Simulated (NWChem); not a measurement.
Program: NWChem. System: nitrogen trifluoride (F3N), charge 0, spin multiplicity 1, at a geometry optimised with B3LYP/def2-SVP. Level: TD-BHandHLYP/6-31+G* (spherical d).

Input file:

```
start mol
memory heap 200 mb stack 800 mb global 1000 mb
geometry units angstroms nocenter noautoz
  F      0.616153    -0.118856     1.065783
  N     -0.003236     0.474531     0.000000
  F      0.616153    -0.118856    -1.065783
  F     -1.229789    -0.131368     0.000000
  symmetry group Cs
end
basis spherical
  * library 6-31+g*
end
dft
  xc bhlyp
  semidirect memsize 60000000 filesize 0
  iterations 100
end
tddft
  rpa
  nroots 5
  notriplet
  thresh 1e-4
end
task tddft energy
```

Output (cleaned and shortened):

```
             Northwest Computational Chemistry Package (NWChem) 7.3.0
             --------------------------------------------------------

                                NWChem Input Module
                                -------------------

 Scaling coordinates for geometry "geometry" by  1.889725989
 (inverse scale =  0.529177249)

 Turning off AUTOSYM since
 SYMMETRY directive was detected!

                             Geometry "geometry" -> ""
                             -------------------------

 Output coordinates in angstroms (scale by  1.889725989 to convert to a.u.)

  No.       Tag          Charge          X              Y              Z
 ---- ---------------- ---------- -------------- -------------- --------------
    1 F                    9.0000     0.61615300    -0.11885600     1.06578300
    2 N                    7.0000    -0.00323600     0.47453100     0.00000000
    3 F                    9.0000     0.61615300    -0.11885600    -1.06578300
    4 F                    9.0000    -1.22978900    -0.13136800     0.00000000

 Effective nuclear repulsion energy (a.u.)     133.4330224052

            Nuclear Dipole moment (a.u.)
            ----------------------------
        X                 Y               Z
 ---------------- ---------------- ----------------
     0.0000018897    -0.0000056692     0.0000000000

      Symmetry information
      --------------------

 Group name             Cs
 Group number              2
 Group order               2
 No. of unique centers     3

      Symmetry unique atoms

     1    2    4


 Summary of "ao basis" -> "" (spherical)
 ------------------------------------------------------------------------------
       Tag                 Description            Shells   Functions and Types
 ---------------- ------------------------------  ------  ---------------------
 *                          6-31+g*                   on all atoms

                                 NWChem DFT Module
                                 -----------------

 Summary of "ao basis" -> "ao basis" (spherical)
 ------------------------------------------------------------------------------
       Tag                 Description            Shells   Functions and Types
 ---------------- ------------------------------  ------  ---------------------
 F                          6-31+g*                  8       18   4s3p1d
 N                          6-31+g*                  8       18   4s3p1d

 Summary of "ao basis" -> "ao basis" (spherical)
 ------------------------------------------------------------------------------
       Tag                 Description            Shells   Functions and Types
 ---------------- ------------------------------  ------  ---------------------
 F                          6-31+g*                  8       18   4s3p1d
 N                          6-31+g*                  8       18   4s3p1d

      Symmetry analysis of basis
      --------------------------

        a'         44
        a"         28

            General Information
            -------------------
          SCF calculation type: DFT
          Wavefunction type:  closed shell.
          No. of atoms     :     4
          No. of electrons :    34
           Alpha electrons :    17
            Beta electrons :    17
          Charge           :     0
          Spin multiplicity:     1
          Use of symmetry is: off; symmetry adaption is: on
          Maximum number of iterations: 100
          AO basis - number of functions:    72
                     number of shells:    32
          Convergence on energy requested:  1.00D-06
          Convergence on density requested:  1.00D-05
          Convergence on gradient requested:  5.00D-04

              XC Information
              --------------
                        BHLYP Method XC Functional
                     Hartree-Fock (Exact) Exchange  0.500
                        Slater Exchange Functional  0.500 local
                    Becke 1988 Exchange Functional  0.500 non-local
              Lee-Yang-Parr Correlation Functional  1.000

             Grid Information
             ----------------
          Grid used for XC integration:  medium
          Radial quadrature: Mura-Knowles
          Angular quadrature: Lebedev.
          Tag              B.-S. Rad. Rad. Pts. Rad. Cut. Ang. Pts.
          ---              ---------- --------- --------- ---------
          F                   0.50       49           8.0       434
          N                   0.65       49           7.0       434
          Grid pruning is: on
          Number of quadrature shells:   196
          Spatial weights used:  Erf1

          Convergence Information
          -----------------------
          Convergence aids based upon iterative change in
          total energy or number of iterations.
          Levelshifting, if invoked, occurs when the
          HOMO/LUMO gap drops below (HL_TOL):  1.00D-02
          DIIS, if invoked, will attempt to extrapolate
          using up to (NFOCK): 10 stored Fock matrices.

                    Damping( 0%)  Levelshifting(0.5)       DIIS
                  --------------- ------------------- ---------------
          dE  on:    start            ASAP                start
          dE off:    2 iters        100 iters           100 iters

      Screening Tolerance Information
      -------------------------------
          Density screening/tol_rho:  1.00D-10
          AO Gaussian exp screening on grid/accAOfunc:  14
          CD Gaussian exp screening on grid/accCDfunc:  20
          XC Gaussian exp screening on grid/accXCfunc:  20
[...]
  Restricted singlet excited states

  Iter   NTrls   NConv    DeltaV     DeltaE      Time
  ----  ------  ------  ---------  ---------  ---------
    1      5       0     0.30E+00   0.10+100        2.9
    2     15       0     0.14E+00   0.40E-01        4.5
    3     25       0     0.89E-01   0.18E-01        4.4
    4     35       0     0.25E-01   0.95E-02        3.9
    5     45       0     0.77E-01   0.30E-02        3.6
    6     55       1     0.31E-01   0.51E-02        4.5
    7     63       2     0.45E-01   0.25E-02        4.1
    8     69       1     0.63E-01   0.67E-02        3.9
    9     77       3     0.35E-01   0.47E-02        5.5
   10     81       3     0.10E-01   0.87E-03        3.9
   11     85       3     0.28E-02   0.34E-04        3.9
   12     89       3     0.87E-03   0.27E-05        2.5
   13     93       3     0.32E-03   0.21E-06        2.4
   14     97       4     0.17E+00   0.43E-02        2.7
   15     99       4     0.32E-01   0.79E-02        2.6
   16    101       4     0.85E-02   0.35E-03        2.6
   17    103       4     0.29E-02   0.25E-04        2.5
   18    105       4     0.12E-02   0.16E-05        2.5
   19    107       4     0.41E-03   0.21E-06        2.5
   20    109       4     0.13E-03   0.21E-07        2.1
   21    111       5     0.84E-04   0.16E-08        1.9
  ----  ------  ------  ---------  ---------  ---------
  Convergence criterion met

  Ground state a'       -353.942639605930 a.u.

  ----------------------------------------------------------------------------
  Root   1 singlet a'             0.324763294 a.u.                8.8373 eV
  ----------------------------------------------------------------------------
     Transition Moments    X -0.00241   Y  0.28689   Z -0.00000
     Transition Moments   XX -0.50545  XY -0.00719  XZ -0.00000
     Transition Moments   YY  0.52551  YZ -0.00000  ZZ -0.50636
     Dipole Oscillator Strength                    0.0178212685
     Electric Quadrupole                           0.0000000647
     Magnetic Dipole                               0.0000000000
     Total Oscillator Strength                     0.0178213331

          sigma_e =   1.3069 Angstrom
          sigma_h =   1.2342 Angstrom
         |d_h->e| =   0.3072 Angstrom
            d_exc =   1.7764 Angstrom
            d_CD1 =   0.3799 Angstrom
            d_CD2 =  -0.9633 Angstrom
            d_CD3 =   2.0836 Angstrom
     Pearson C.C. =   0.0527

     Occ.   12  a'  ---  Virt.   20  a'   0.05163 X
     Occ.   13  a"  ---  Virt.   19  a"   0.05164 X
     Occ.   14  a'  ---  Virt.   20  a'  -0.09586 X
     Occ.   14  a'  ---  Virt.   24  a'   0.07095 X
     Occ.   15  a"  ---  Virt.   19  a"  -0.09606 X
     Occ.   15  a"  ---  Virt.   23  a"   0.07105 X
     Occ.   17  a'  ---  Virt.   18  a'   0.75128 X
     Occ.   17  a'  ---  Virt.   21  a'  -0.54407 X
     Occ.   17  a'  ---  Virt.   22  a'  -0.29224 X
     Occ.   17  a'  ---  Virt.   29  a'   0.07851 X
     Occ.   17  a'  ---  Virt.   31  a'   0.06747 X
  ----------------------------------------------------------------------------
  Root   2 singlet a"             0.334585246 a.u.                9.1045 eV
  ----------------------------------------------------------------------------
     Transition Moments    X  0.00000   Y  0.00000   Z -0.50350
     Transition Moments   XX -0.00000  XY  0.00000  XZ -0.46054
     Transition Moments   YY  0.00000  YZ -0.22555  ZZ  0.00000
     Dipole Oscillator Strength                    0.0565480434
     Electric Quadrupole                           0.0000000525
     Magnetic Dipole                               0.0000018828
     Total Oscillator Strength                     0.0565499786

          sigma_e =   1.3116 Angstrom
          sigma_h =   1.2571 Angstrom
         |d_h->e| =   0.0814 Angstrom
            d_exc =   1.7472 Angstrom
            d_CD1 =   0.1358 Angstrom
            d_CD2 =  -1.2030 Angstrom
            d_CD3 =   1.8286 Angstrom
     Pearson C.C. =   0.0771

     Occ.   13  a"  ---  Virt.   18  a'   0.05443 X
     Occ.   14  a'  ---  Virt.   19  a"  -0.08395 X
     Occ.   14  a'  ---  Virt.   23  a"   0.05331 X
     Occ.   15  a"  ---  Virt.   18  a'  -0.18551 X
     Occ.   15  a"  ---  Virt.   20  a'  -0.08114 X
     Occ.   15  a"  ---  Virt.   21  a'   0.11105 X
     Occ.   15  a"  ---  Virt.   22  a'   0.08169 X
     Occ.   15  a"  ---  Virt.   24  a'   0.05329 X
     Occ.   16  a"  ---  Virt.   20  a'   0.06978 X
     Occ.   17  a'  ---  Virt.   19  a"   0.87850 X
     Occ.   17  a'  ---  Virt.   23  a"  -0.36546 X
     Occ.   17  a'  ---  Virt.   28  a"   0.05827 X
  ----------------------------------------------------------------------------
  Root   3 singlet a'             0.334602220 a.u.                9.1050 eV
  ----------------------------------------------------------------------------
     Transition Moments    X  0.50347   Y  0.00367   Z  0.00000
     Transition Moments   XX -0.46551  XY  0.21928  XZ  0.00000
     Transition Moments   YY  0.00346  YZ  0.00000  ZZ  0.46159
     Dipole Oscillator Strength                    0.0565478929
     Electric Quadrupole                           0.0000000525
     Magnetic Dipole                               0.0000018829
     Total Oscillator Strength                     0.0565498283

          sigma_e =   1.3115 Angstrom
          sigma_h =   1.2571 Angstrom
         |d_h->e| =   0.0819 Angstrom
            d_exc =   1.7473 Angstrom
            d_CD1 =   0.1363 Angstrom
            d_CD2 =  -1.2024 Angstrom
            d_CD3 =   1.8292 Angstrom
     Pearson C.C. =   0.0771

     Occ.   12  a'  ---  Virt.   18  a'  -0.05426 X
     Occ.   14  a'  ---  Virt.   18  a'   0.18292 X
     Occ.   14  a'  ---  Virt.   20  a'  -0.08678 X
     Occ.   14  a'  ---  Virt.   21  a'  -0.11107 X
     Occ.   14  a'  ---  Virt.   22  a'  -0.08168 X
     Occ.   14  a'  ---  Virt.   24  a'   0.05340 X
     Occ.   15  a"  ---  Virt.   19  a"   0.08390 X
     Occ.   15  a"  ---  Virt.   23  a"  -0.05326 X
     Occ.   16  a"  ---  Virt.   19  a"   0.06975 X
     Occ.   17  a'  ---  Virt.   20  a'  -0.87838 X
     Occ.   17  a'  ---  Virt.   24  a'   0.36553 X
     Occ.   17  a'  ---  Virt.   27  a'  -0.05828 X
  ----------------------------------------------------------------------------
  Root   4 singlet a"             0.398589866 a.u.               10.8462 eV
  ----------------------------------------------------------------------------
     Transition Moments    X -0.00000   Y -0.00000   Z  0.00024
     Transition Moments   XX  0.00000  XY -0.00000  XZ -0.00001
     Transition Moments   YY -0.00000  YZ -0.00012  ZZ -0.00000
     Dipole Oscillator Strength                    0.0000000149
     Electric Quadrupole                           0.0000000000
     Magnetic Dipole                               0.0000015169
     Total Oscillator Strength                     0.0000015317

          sigma_e =   1.2318 Angstrom
          sigma_h =   1.3967 Angstrom
         |d_h->e| =   0.2191 Angstrom
            d_exc =   1.6137 Angstrom
            d_CD1 =   0.3840 Angstrom
            d_CD2 =  -1.0951 Angstrom
            d_CD3 =   1.8328 Angstrom
     Pearson C.C. =   0.2651

     Occ.    9  a'  ---  Virt.   19  a"   0.05303 X
     Occ.   10  a"  ---  Virt.   20  a'  -0.05295 X
     Occ.   12  a'  ---  Virt.   19  a"   0.22004 X
     Occ.   12  a'  ---  Virt.   23  a"  -0.13355 X
     Occ.   13  a"  ---  Virt.   20  a'  -0.21957 X
     Occ.   13  a"  ---  Virt.   24  a'   0.13334 X
     Occ.   14  a'  ---  Virt.   19  a"   0.24510 X
     Occ.   14  a'  ---  Virt.   23  a"  -0.13382 X
     Occ.   15  a"  ---  Virt.   20  a'  -0.24440 X
     Occ.   15  a"  ---  Virt.   24  a'   0.13353 X
     Occ.   16  a"  ---  Virt.   18  a'   0.63512 X
     Occ.   16  a"  ---  Virt.   21  a'  -0.44540 X
     Occ.   16  a"  ---  Virt.   22  a'  -0.29517 X
     Occ.   16  a"  ---  Virt.   29  a'   0.05840 X
     Occ.   16  a"  ---  Virt.   31  a'   0.08328 X
  ----------------------------------------------------------------------------
  Root   5 singlet a'             0.411263442 a.u.               11.1911 eV
  ----------------------------------------------------------------------------
     Transition Moments    X  0.13269   Y  0.00092   Z  0.00000
     Transition Moments   XX  0.10615  XY -0.09566  XZ -0.00000
     Transition Moments   YY -0.00110  YZ -0.00000  ZZ -0.10512
     Dipole Oscillator Strength                    0.0048272398
     Electric Quadrupole                           0.0000000075
     Magnetic Dipole                               0.0000001514
     Total Oscillator Strength                     0.0048273987

          sigma_e =   1.2237 Angstrom
          sigma_h =   1.3113 Angstrom
         |d_h->e| =   0.4634 Angstrom
            d_exc =   1.6357 Angstrom
            d_CD1 =   0.5510 Angstrom
            d_CD2 =  -0.8042 Angstrom
            d_CD3 =   2.0990 Angstrom
     Pearson C.C. =   0.2357

     Occ.    9  a'  ---  Virt.   18  a'  -0.08867 X
     Occ.    9  a'  ---  Virt.   21  a'   0.06883 X
     Occ.    9  a'  ---  Virt.   22  a'   0.05565 X
     Occ.   12  a'  ---  Virt.   18  a'  -0.29218 X
     Occ.   12  a'  ---  Virt.   20  a'  -0.15570 X
     Occ.   12  a'  ---  Virt.   21  a'   0.20128 X
     Occ.   12  a'  ---  Virt.   22  a'   0.14373 X
     Occ.   12  a'  ---  Virt.   24  a'   0.08573 X
     Occ.   12  a'  ---  Virt.   31  a'  -0.05032 X
     Occ.   13  a"  ---  Virt.   19  a"   0.16005 X
     Occ.   13  a"  ---  Virt.   23  a"  -0.08573 X
     Occ.   14  a'  ---  Virt.   18  a'  -0.17152 X
     Occ.   14  a'  ---  Virt.   20  a'  -0.27191 X
     Occ.   14  a'  ---  Virt.   21  a'   0.12087 X
     Occ.   14  a'  ---  Virt.   22  a'   0.08520 X
     Occ.   14  a'  ---  Virt.   24  a'   0.12905 X
     Occ.   15  a"  ---  Virt.   19  a"   0.27449 X
     Occ.   15  a"  ---  Virt.   23  a"  -0.12903 X
     Occ.   16  a"  ---  Virt.   19  a"  -0.65186 X
     Occ.   16  a"  ---  Virt.   23  a"   0.31195 X
     Occ.   16  a"  ---  Virt.   26  a"   0.05294 X

              Target root =      1
          Target symmetry = none
      Ground state energy =   -353.942639605930
        Excitation energy =      0.324763293893
     Excited state energy =   -353.617876312037

  stored tddft:energy   -353.61787631203651

 Task  times  cpu:       71.4s     wall:       71.4s

 Total times  cpu:       71.4s     wall:       71.4s
```
